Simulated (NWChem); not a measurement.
System: difluoromethane (CH$_{2}$F$_{2}$); SMILES FCF

```xyz
5

F      1.0958     0.0000    -0.2895
C      0.0000     0.0000     0.4887
F     -1.0958     0.0000    -0.2895
H      0.0000     0.9137     1.1093
H      0.0000    -0.9137     1.1093
```
Atoms are numbered in this order, from 1.

Program: NWChem. Geometry optimised at PBE0/def2-SVP; all other runs use it. 

| quantity | level | value |
|---|---|---|
| −ε(HOMO) (eV) | B3LYP/def2-SVP | 9.27 |
| vertical, lowest state with f > 0.02, singlet (eV) | B3LYP/def2-SVPD, TDA | 9.04 |
| isotropic polarisability (bohr³), static | B3LYP/def2-SVPD | 17.7 |
| solvation free energy (kcal/mol) in water | PBE0/def2-SVP, SMD | -0.5 |
| dipole (D) | PBE0/def2-SVP | 1.80 |
| highest harmonic frequency (cm⁻¹) | PBE0/def2-SVP | 3131 |
